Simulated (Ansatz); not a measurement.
InP (zinc blende): values from a third-order Birch-Murnaghan fit to a volume scan beside measured ones. Computed values: r2SCAN (plane waves to 500 eV, PAW, scalar-relativistic; Ansatz, a first-principles code). InP was relaxed with its symmetry unable to fall. The PAW data are Ansatz's earlier set.

```tsv
quantity	reference	kind
Lattice constant a (Å)	5.858	measured, corrected to the static lattice
Bulk modulus B₀ (GPa)	72	measured, corrected to the static lattice
```

References as given in: Daniel Mejia-Rodriguez, S. B. Trickey, Physical Review B (2018), arXiv:1807.09216.

Task: What does r2SCAN give, and how far is that from the reference?

Result: 
```json
[
 {"quantity": "Lattice constant a (Å)", "r2SCAN": "5.908", "difference": "+0.8 %"},
 {"quantity": "Bulk modulus B₀ (GPa)", "r2SCAN": "67.9", "difference": "-5.6 %"}
]
```

r2SCAN overestimates the lattice constant a by 0.8 %. r2SCAN underestimates the bulk modulus B₀ by 5.6 %.

(Under strain, the slope of the energy per volume gives the stress and its curvature an elastic modulus.)
